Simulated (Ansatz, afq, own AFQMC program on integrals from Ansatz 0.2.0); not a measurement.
**Ga₂H₂, triplet: a scan with AFQMC**

```tsv
atom	x (Å)	y (Å)	z (Å)
Ga	0.0000	0.0000	-1.2142
Ga	0.0000	0.0000	1.2681
H	0.0000	1.4216	-1.8666
H	0.0000	-1.4216	-1.8666
```

The Ga1–Ga2 distance is changed with both sides rigid. Energies in kJ/mol count from this geometry (2.482 Å) at the same level; the start stands on UHF, each point on the determinant named.

Basis cc-pVDZ. Only valence electrons are correlated. Ansatz 0.2.0 and our own AFQMC program on the same integrals; the CISD trial comes from CCSD amplitudes, and released means the phaseless constraint is let go. Error bars are statistical, one sigma. No spin–orbit coupling.

Cautions, each for one point or more: inner d shell frozen; lower spins were not checked; no relativity below Rb; no spin-orbit coupling.

| r(Ga1–Ga2) / Å | det. | T1 | weight | ⟨S²⟩ | CCSD(T) | ph-AFQMC/CISD | released AFQMC | CCSDT(Q) | B2PLYP | wB97M-V |
| --- | --- | --- | --- | --- | --- | --- | --- | --- | --- | --- |
| 3.095 | UHF | 0.037 | 0.87 | 2.03 | 37.9 | 39.8 ± 1.0 | 37.6 ± 1.3* | 37.0 | 41.0 | 52.3 |
| 5.532 | UHF | 0.012 | 0.90 | 2.01 | 116.8 | 118.9 ± 0.8 | – | 118.4 | 122.9 | 126.7 |
| 8.371 | UHF | 0.012 | 0.90 | 2.01 | 118.8 | 121.2 ± 0.8 | 119.5 ± 1.0 | 120.4 | 124.3 | 128.6 |

Weight is that of the determinant in the CISD state; at the start T1 is 0.022 and the weight 0.89, and ⟨S²⟩ is 2.02. An asterisk marks released energies that aren't shown to be converged. A dash marks a missing value, a released energy that hasn't settled or a functional that sits on another state. Largest departures from CCSDT(Q), at the points where its series has closed: CCSD(T) -1.7 kJ/mol at 8.371 (on UHF), ph-AFQMC/CISD 2.8 kJ/mol at 3.095 (on UHF), B2PLYP 4.5 kJ/mol at 5.532, wB97M-V 15.2 kJ/mol at 3.095. Functionals count only at points shown to share the start's state and spin. In this small basis the wave-function levels are far from their limit, so their gap to the functionals isn't the functionals' error.

Some points may be missing: those where a free walk finds a much lower state, and past Zn most of those on another determinant than at the start.

CCSDT and higher add their correlation energy to the determinant of the CCSD(T) run, since their own runs factorise the integrals more tightly (a shift of under 2 meV). A walk keeps the symmetry of its determinant, which the program's search chose and which needn't be the lowest solution, so a lower state of the same spin and another symmetry isn't excluded.
